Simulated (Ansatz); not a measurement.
**Basis-set limit of CH₃Si, quartet**

```yaml
atoms:
  - { symbol: Si, position_ang: [0.0000, -0.0890, 0.5568] }
  - { symbol: C, position_ang: [0.0000, 0.0881, -1.1386] }
  - { symbol: H, position_ang: [0.0000, 1.0983, 1.4676] }
  - { symbol: H, position_ang: [0.0000, 1.0786, -1.5870] }
  - { symbol: H, position_ang: [0.0000, -0.7467, -1.8283] }
```

Connectivity, by distances: SiH–CH2.

Ansatz 0.2.0, UHF determinant, valence electrons correlated. Energies in eV.

| set | X | functions | Hartree–Fock | MP2 correlation | CCSD(T) correlation | time |
| --- | --- | --- | --- | --- | --- | --- |
| def2-TZVPP | 3 | 115 | -8936.7516 | -6.0201 | -7.1460 | 2.4 s on 1 × NVIDIA H100 80GB HBM3 with 1 thread of AMD EPYC 7R13 Processor (Zen 3), on a shared host |
| def2-QZVPP | 4 | 217 | -8937.0487 | -6.4587 | -7.5358 | 5.5 s on 1 × NVIDIA H100 80GB HBM3 with 1 thread of AMD EPYC 7R13 Processor (Zen 3), with other jobs on the host |

Hartree–Fock is taken to follow E(X) = E∞ + A·exp(−7.88·√X), correlation E(X) = E∞ + B·X^−2.97.

Cautions: another spin lies lower.

**Question.** Work out the CCSD(T) energy at the limit, and how far the shortcut misses it that extrapolates MP2 and adds CCSD(T) minus MP2 from the smaller set.

**Answer.** Hartree–Fock: E∞ = E4 + 0.1377·(E4 − E3) = -8937.0896. Correlation: E∞ = E4 + 0.7407·(E4 − E3) = -7.8245 for CCSD(T) and -6.7836 for MP2. The limit is -8944.9141 eV, 0.330 eV below def2-QZVPP. The shortcut gives a correlation energy of -6.7836 + (-1.1259) = -7.9094, 85 meV lower than the direct value.

Past Ne part of the Hartree–Fock step between the two sets comes from the cores, which don't follow the formula, so the 41 meV that it adds to the total can overshoot; that part largely cancels in differences.
